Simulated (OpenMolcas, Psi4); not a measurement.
## How methods differ on HBS (hydrogen boron sulfide)

The species is HBS (3 atoms), meant as a singlet with charge 0. As SMILES, `B=S`. Geometry: relaxed at PBE0-D4/def2-TZVP.

```xyz
3

B    -0.0387   -0.0146    0.1348
S     0.3992    0.1476   -1.3933
H    -0.3605   -0.1331    1.2585
```

Quantity: the dipole moment, in D. The values are calculated.

Task: The value from experiment is 1.30 D (NIST CCCBDB). From what is known of these methods, estimate their order from the nearest to it to the farthest.
A. TPSS/def2-TZVPPD (OpenMolcas)
B. PBE/def2-TZVPPD (OpenMolcas)
C. wB97M-V/def2-TZVPPD (Psi4)
D. BHLYP/def2-TZVPPD (OpenMolcas)
E. CAM-B3LYP/def2-TZVPPD (Psi4)

Result: A (1.34 D, +0.04), B (1.23 D, -0.07), C (1.45 D, +0.15), E (1.50 D, +0.20), D (1.63 D, +0.33).
